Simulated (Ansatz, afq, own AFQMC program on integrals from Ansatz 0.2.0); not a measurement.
## Where AFQMC and coupled cluster stand for NHBr, quartet

```yaml
atoms:
  - { symbol: Br, position_ang: [0.0000, 0.0000, -1.4810] }
  - { symbol: H, position_ang: [0.0000, 0.0000, 0.1440] }
  - { symbol: N, position_ang: [0.0000, 0.0000, 1.3370] }
```

Connectivity, by distances: Br ··· N, 1 bridging H.

Basis cc-pVTZ. Only valence electrons are correlated. Integrals, coupled cluster, full CI and functionals: Ansatz 0.2.0; the random walks run on the same integrals in our own AFQMC program. The CISD trial takes its coefficients from CCSD amplitudes. Released means that phaseless walkers are propagated on without the constraint, phases kept. ± is one standard error of the sampling. No spin–orbit coupling.

Determinant: UHF, the one that the program's search chose, which needn't be the lowest solution. The geometry is a point of a scan.

No full CI on the walks' own integrals is used here; CCSDT(Q) serves as the reference and is uncertain by about the last step of the cluster series.

Cautions: no relativity below Rb; no spin-orbit coupling; inner d shell frozen; lower spins were not checked; unrestricted determinant slightly spin contaminated (⟨S²⟩ 3.81 against 3.75).

```
T1 diagnostic                               : 0.0174
weight of the determinant in the CISD state : 0.876
⟨S²⟩ of the determinant                     : 3.808
size of the correlated space                : 13 electrons in 72 orbitals
```

Reference: CCSDT(Q), correlation energy -9.168 eV. The released energy is read at 2.40 1/Eh (meV from the phaseless value at times in 1/Eh: -11 ± 4 at 0.24, -14 ± 4 at 0.51, -23 ± 5 at 0.99, -20 ± 7 at 1.62, -18 ± 7 at 2.40).

```
         level  E − E(reference) (meV)  share of correlation (%)
            HF                  9167.6                      0.00
           MP2                  1347.7                     85.30
          CCSD                   364.1                     96.03
       CCSD(T)                    47.8                     99.48
         CCSDT                    14.1                     99.85
 ph-AFQMC/CISD              23.6 ± 4.4                     99.74
released AFQMC               5.2 ± 7.5                     99.94
```

A walk keeps the symmetry of its determinant, which the program's search chose and which needn't be the lowest solution, so a lower state of the same spin and another symmetry isn't excluded. Released energies are given only where the last usable release times agree within the noise; a slower fall can still hide under it.
